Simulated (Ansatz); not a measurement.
Ansatz (a first-principles code) input (CCSD(T)/cc-pCVDZ): A basis named .json is the Basis Set Exchange file of that set (core-valence sets with the plain set on hydrogen).

Ansatz 0.2 input:
```yaml
crystal:
  periodic: [false, false, false]
  atoms:
    - {symbol: H, position_ang: [-0.00000000, -0.00000000, -0.37201156]}
    - {symbol: H, position_ang: [0.00000000, 0.00000000, 0.37201156]}
basis:
  gaussian:
    orbitals: cc-pCVDZ.json
magnetization: {spin_polarized: false}
correlation: {method: ccsd_t, electrons: outside_noble_gas}
```

Output:

```
Functional definition: HF
integrals: 0.00 GiB planned
84 factors; integrals over basis functions are off by at most 1.4e-3 eV
mean field: 0.04 GiB planned
mean field evaluation 1: about -30.6428 eV, gradient 3.7e0 eV
mean field evaluation 2: about -30.6423 eV, gradient 3.7e0 eV
mean field evaluation 4: about -30.7145 eV, gradient 2.8e-2 eV
mean field evaluation 8: about -30.7145 eV, gradient 2.5e-7 eV
mean field evaluation 16: about -30.7145 eV, gradient 2.5e-7 eV
mean field -30.71445662 eV, -1.1287354617 hartree, gradient 2.5e-7 eV, S^2 0.000000; 1 other end points of the search recorded, 0 dependent functions left out
reference -30.71445662 eV, -1.1287354617 hartree; 1, 1 occupied and 9, 9 virtual orbitals, 84 factors
second order -0.71858898 eV of doubles, -0.00000000 eV of singles
coupled cluster: 0.04 GiB planned
cycle   1  -0.87998916 eV  change   -1.6e-1 eV  update   2.6e-2
cycle   2  -0.94441597 eV  change   -6.4e-2 eV  update   8.9e-3
cycle   3  -0.94543468 eV  change   -1.0e-3 eV  update   1.2e-3
cycle   4  -0.94550422 eV  change   -7.0e-5 eV  update   1.2e-4
cycle   5  -0.94546935 eV  change    3.5e-5 eV  update   1.0e-5
cycle   6  -0.94547566 eV  change   -6.3e-6 eV  update   1.6e-6
cycle   7  -0.94547423 eV  change    1.4e-6 eV  update   2.1e-7
perturbative correction -0.00000000 eV, -0.0000000000 hartree
Total energy: -31.65993084 eV, -1.1634809986 hartree
```
